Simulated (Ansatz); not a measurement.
HBAl, quartet in 6-31G: errors against full CI

Geometry: a point of a stretch scan, not a stationary point.

```yaml
atoms:
  - { symbol: B, position_ang: [0.0000, 0.0000, 0.9996] }
  - { symbol: Al, position_ang: [0.0000, 0.0000, -3.1844] }
  - { symbol: H, position_ang: [0.0000, 0.0000, 2.1847] }
```

Basis 6-31G; Ansatz 0.2.0. Only valence electrons are correlated (noble-gas cores frozen), which leaves 7 electrons in 18 orbitals. R marks a restricted (for open shells ROHF) determinant, U an unrestricted one.

Full CI is exact within this basis and frozen core; it isn't the basis-set limit. The frozen core follows each run's orbitals, which can shift R against U totals by a few meV.

For open shells CISD is restricted-active-space CI with the open shells as a complete middle space.

The UHF ⟨S²⟩ is 3.751, the T1 diagnostic (RCCSD) is 0.0140 and the largest doubles amplitude (RCCSD) is 0.106. The T1 diagnostic (UCCSD) is 0.0133.

Problem. From what is known of these methods and the diagnostics, rank them by the size of their error in total energy against full CI in 6-31G, smallest first (an estimate: the text doesn't fix the numbers).
A. RMP2
B. UCCSDT(Q)
C. UHF
D. CISD
E. UCCSD

Solution. B (0.3 kJ/mol), E (4.6 kJ/mol), D (10.6 kJ/mol), A (64.8 kJ/mol), C (168.7 kJ/mol).

All errors are against full CI in 6-31G. Within each family the higher level lies nearer, as is usual though not guaranteed.

The program itself flagged as in doubt: UCCSDT(Q).

The full-CI state has the irrep A2 of C2v, in the program's axes (one component, if the state is degenerate).

Its occupations show that no single determinant describes this state well.

Natural occupations of full CI about the gap: 1.964 1.906 0.992 0.618 0.617 0.405 0.404 0.042 0.019 0.006; effectively unpaired electrons, Σ n²(2−n)², 3.34.
